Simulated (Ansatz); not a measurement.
This geometry of C2H4FN (8 atoms, charge 0, multiplicity 1) is a first-order saddle point.

Theory: RKS B3LYP/def2-SVP (Ansatz).

```xyz
8
Properties=species:S:1:pos:R:3
C -0.258 0.746 -0.255
C 0.462 -0.416 0.382
N 0.276 -1.651 0.264
F 1.450 -0.007 1.196
H -1.326 0.725 0.012
H 0.171 1.701 0.075
H -0.185 0.684 -1.352
H -0.498 -1.839 -0.378
```

(1) Which two structures does it join? (They come from a converged band through this point; their orientation in space is the band's.)

(2) How far does it lie above each of them?

Results:

(1) No bond is made or broken. The dihedral H5–C1–C2–F4 goes from -180 to -58°. The two ends are copies of one structure, up to a mirror image or an exchange of like atoms.

Image 0:

```xyz
8
Properties=species:S:1:pos:R:3
C -0.249 0.734 -0.291
C 0.497 -0.434 0.285
N 0.168 -1.631 0.458
F 1.733 -0.060 0.665
H -1.263 0.452 -0.602
H -0.307 1.543 0.455
H 0.300 1.135 -1.158
H -0.787 -1.796 0.133
```

Image 10:

```xyz
8
Properties=species:S:1:pos:R:3
C -0.253 0.735 -0.285
C 0.367 -0.417 0.449
N 0.341 -1.654 0.239
F 1.063 0.025 1.513
H -0.915 1.296 0.394
H 0.533 1.431 -0.617
H -0.830 0.395 -1.156
H -0.214 -1.868 -0.592
```

(2) 0.065 eV above the first and 0.065 eV above the second. This is the barrier of this one path; another mechanism may lie lower.

Run time: 2.5 min on 1 thread of Arm Neoverse V1 (shared host), peak memory 0.14 GiB.
